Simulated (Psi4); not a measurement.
Psi4 input (wB97X-D/6-31G*):

```
memory 1500 MB

molecule {
1 3
N     0.00456047    0.00186225    0.14178543
H    -0.02755881    0.79955398   -0.50646319
H    -0.00436445   -0.81258975   -0.48603483
symmetry c1
no_reorient
no_com
}

set {
  basis 6-31G*
  reference uks
  scf_type pk
  dft_radial_points 99
  dft_spherical_points 590
  e_convergence 1e-8
  d_convergence 1e-7
  maxiter 150
}

e = energy('wb97x-d')
print_out(f'\nFINAL {e:.10f} DIPOLE {variable("CURRENT DIPOLE")[0]:.6f} {variable("CURRENT DIPOLE")[1]:.6f} {variable("CURRENT DIPOLE")[2]:.6f}\n')
```

Q: What final total energy does it give?

A: -55.41263 Eh.
